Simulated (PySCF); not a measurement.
C4H4S2.
Cartesian coordinates in Å at the PBE0-D3(BJ)/def2-TZVP level; atoms count from 1:
```xyz
10
C4H4S2 angstrom
S      2.610    0.437   -0.544
C      0.902    0.280   -0.203
C      0.135   -0.847   -0.328
C     -1.231   -0.613   -0.048
C     -1.480    0.689    0.282
S     -0.064    1.632    0.239
H      3.051    0.441    0.727
H      0.553   -1.804   -0.607
H     -1.997   -1.375   -0.086
H     -2.426    1.135    0.551
```

Level: wB97X-D/pcSseg-2 in PySCF, non-relativistic, on one gas-phase PBE0-D3(BJ)/def2-TZVP geometry that isn't relaxed in the solvent. The solvent is an IEF-PCM continuum (Bondi radii, 1.10 Å for H, scaled by 1.2). Specific hydrogen bonds and non-electrostatic terms are outside this model.

Gas phase at wB97X-D/pcSseg-2: HOMO -8.71 eV, LUMO 0.77 eV, dipole 1.59 D.

Question: What does the continuum do to the energy, the frontier levels and the dipole at wB97X-D/pcSseg-2 in chloroform?

Answer: 
```csv
solvent,ε,E(solvent) − E(gas) (kcal/mol),polarisation term (kcal/mol),distortion of the solute (kcal/mol),HOMO (eV),LUMO (eV),dipole (D)
chloroform,4.711,-2.54,-2.81,0.27,-8.67,0.84,1.96
```

The first energy column is the sum of the next two and covers electrostatics alone.

Question: Which radius a makes the point-dipole formula ΔE = −[(ε − 1)/(2ε + 1)]·μ²/a³ give the value in chloroform, with the gas-phase dipole?

Answer: μ = 0.624 au and |ΔE| = 0.00405 Eh give a = 1.72 Å; the farthest nucleus lies 3.16 Å from the centroid of the nuclei, so such a sphere wouldn't even hold the nuclei. The formula assumes a rigid point dipole at the centre of a sphere.

Question: Give the dipole vector in the frame of the coordinates (D, pointing from negative to positive charge), gas and chloroform.

Answer: Gas (-1.09, -0.64, 0.96), solvent (-1.33, -0.80, 1.20). Its length changes by +24 % and its direction by less than 1°.

Note: wB97X-D ran without an empirical dispersion term, which enters the total energy and its gradient alone.
